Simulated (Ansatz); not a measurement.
# C4H12N2: the cost of one run

Program: Ansatz 0.2.0. Level of theory: RKS B3LYP-D4/6-31G*. These are calculated values, not measurements.

### Step 1. The structure to begin with

Bond lengths (14 of 17 bonds, heavy atoms first): C1–C2 1.506 Å, C2–N3 1.462 Å, N3–C4 1.470 Å, N3–C5 1.417 Å, C5–N6 1.467 Å, C1–H7 1.049 Å, C1–H8 1.109 Å, C1–H9 1.165 Å, C2–H10 1.097 Å, C2–H11 1.091 Å, C4–H12 1.138 Å, C4–H13 1.085 Å, C4–H14 1.010 Å, C5–H15 1.077 Å. Angles (14 of 30 angles, heavy atoms first): C1–C2–N3 116.1°, C2–N3–C4 111.1°, C2–N3–C5 113.5°, C4–N3–C5 115.4°, N3–C5–N6 107.4°, C1–C2–H10 107.4°, C1–C2–H11 110.9°, N3–C2–H10 108.7°, N3–C2–H11 107.3°, C2–C1–H7 114.4°, C2–C1–H8 108.7°, C2–C1–H9 107.4°, N3–C4–H12 108.3°, N3–C4–H13 110.3°.

Coordinates:

```xyz
18

C    -0.3582   -0.8548   -1.8475
C     0.7004   -0.0340   -1.1597
N     0.5220    0.1725    0.2764
C     0.6783   -1.0886    1.0162
C    -0.6324    0.9278    0.5989
N    -0.4364    1.4764    1.9458
H    -0.4652   -1.8283   -1.4708
H    -0.1496   -0.8634   -2.9369
H    -1.3731   -0.2985   -1.7124
H     1.6627   -0.5332   -1.3264
H     0.7897    0.9504   -1.6204
H    -0.2552   -1.7185    0.8509
H     0.6286   -0.9062    2.0845
H     1.4724   -1.6571    0.7585
H    -0.7448    1.7698   -0.0631
H    -1.5491    0.3783    0.5848
H     0.5304    1.8405    1.9723
H    -1.0580    2.2783    2.1005
```

### Step 2. End point A

Contents of input.yaml:

```yaml
crystal:
  periodic: [false, false, false]
  atoms:
    - { symbol: C, position_ang: [-0.3582, -0.8548, -1.8475] }
    - { symbol: C, position_ang: [0.7004, -0.034, -1.1597] }
    - { symbol: "N", position_ang: [0.522, 0.1725, 0.2764] }
    - { symbol: C, position_ang: [0.6783, -1.0886, 1.0162] }
    - { symbol: C, position_ang: [-0.6324, 0.9278, 0.5989] }
    - { symbol: "N", position_ang: [-0.4364, 1.4764, 1.9458] }
    - { symbol: H, position_ang: [-0.4652, -1.8283, -1.4708] }
    - { symbol: H, position_ang: [-0.1496, -0.8634, -2.9369] }
    - { symbol: H, position_ang: [-1.3731, -0.2985, -1.7124] }
    - { symbol: H, position_ang: [1.6627, -0.5332, -1.3264] }
    - { symbol: H, position_ang: [0.7897, 0.9504, -1.6204] }
    - { symbol: H, position_ang: [-0.2552, -1.7185, 0.8509] }
    - { symbol: H, position_ang: [0.6286, -0.9062, 2.0845] }
    - { symbol: H, position_ang: [1.4724, -1.6571, 0.7585] }
    - { symbol: H, position_ang: [-0.7448, 1.7698, -0.0631] }
    - { symbol: H, position_ang: [-1.5491, 0.3783, 0.5848] }
    - { symbol: H, position_ang: [0.5304, 1.8405, 1.9723] }
    - { symbol: H, position_ang: [-1.058, 2.2783, 2.1005] }
basis:
  gaussian: { orbitals: "6-31G*" }
hamiltonian:
  xc: b3lyp
  dispersion: d4
relax:
  f_tol: 0.02
  max_steps: 50
```

The run is started by

```console
> ansatz run input.yaml --threads 2 --pin off --max-ram 3072MiB --backend cpu --events-out ev --progress --plain --runs-dir out
```

**Question.** How long does this run take on 2 threads of Intel Xeon Platinum 8488C (Sapphire Rapids), shared host, and how much memory does it need?

About 27 s, with a peak of 0.31 GiB.
